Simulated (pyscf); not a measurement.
# Four-centre exchange: Cl–SiH(Cl)–Cl (SMILES Cl[SiH](Cl)Cl) + HCl (SMILES Cl) → Cl–Si(Cl)(Cl)–Cl (SMILES Cl[Si](Cl)(Cl)Cl) + H₂ (SMILES [H][H])

Gas phase, singlet surface, charge 0. Bonds broken: Si2–H5, Cl6–H7. Bonds formed: Si2–Cl6, H5–H7. Optimised with ωB97X-D3(BJ)/def2-SVP in PySCF.

Transition state (Å):

```xyz
7

Cl     1.5094    -0.2293    -0.9884
Si    -0.3243     0.0331    -0.1523
Cl    -0.5349     1.2375     1.4712
Cl    -1.2729     1.1679    -1.6167
H     -1.5434    -1.0399    -0.5286
Cl     0.0110    -1.8766     1.2661
H     -1.1285    -1.5706     0.1335
```

One imaginary mode, 1032i cm⁻¹; descent along it reached the two sides named.

| bond | change | reactant side (Å) | saddle | product side |
|---|---|---|---|---|
| Si2–H5 | breaks | 1.470 | 1.667 | 3.8 |
| Cl6–H7 | breaks | 1.284 | 1.635 | 3.8 |
| Si2–Cl6 | forms | 3.6 | 2.402 | 2.030 |
| H5–H7 | forms | 3.2 | 0.945 | 0.760 |

Electronic energies relative to the separated reactants (eV):

```
level                   barrier  reaction energy  reverse barrier
----------------------  -------  ---------------  ---------------
ωB97X-D3(BJ)/def2-TZVP     1.82            -0.83             2.65
PBE/def2-TZVP              1.57            -0.70             2.27
r²SCAN/def2-TZVP           1.65            -0.79             2.44
B3LYP-D3(BJ)/def2-TZVP     1.82            -0.73             2.55
PBE0-D3(BJ)/def2-TZVP      1.66            -0.74             2.40
M06-2X/def2-TZVP           1.89            -0.79             2.67
ωB97M-D3(BJ)/def2-TZVP     1.89            -0.72             2.61
HF/def2-TZVP               2.89            -0.50             3.40
```

With ωB97M-D3(BJ)/def2-TZVP energies and thermal terms (ideal gas, 1 atm, RRHO with modes under 100 cm⁻¹ raised to 100, one conformer, R ln 2 for rigid chiral ones), in eV:

```json
[
 {"T (K)": "298", "ΔH‡": "1.85", "ΔG‡": "2.27", "ΔH": "-0.79", "ΔG": "-0.67"},
 {"T (K)": "600", "ΔH‡": "1.85", "ΔG‡": "2.69", "ΔH": "-0.75", "ΔG": "-0.57"},
 {"T (K)": "900", "ΔH‡": "1.87", "ΔG‡": "3.10", "ΔH": "-0.73", "ΔG": "-0.48"},
 {"T (K)": "1200", "ΔH‡": "1.88", "ΔG‡": "3.51", "ΔH": "-0.72", "ΔG": "-0.40"}
]
```

One saddle was located; it need not be the lowest between these sides.
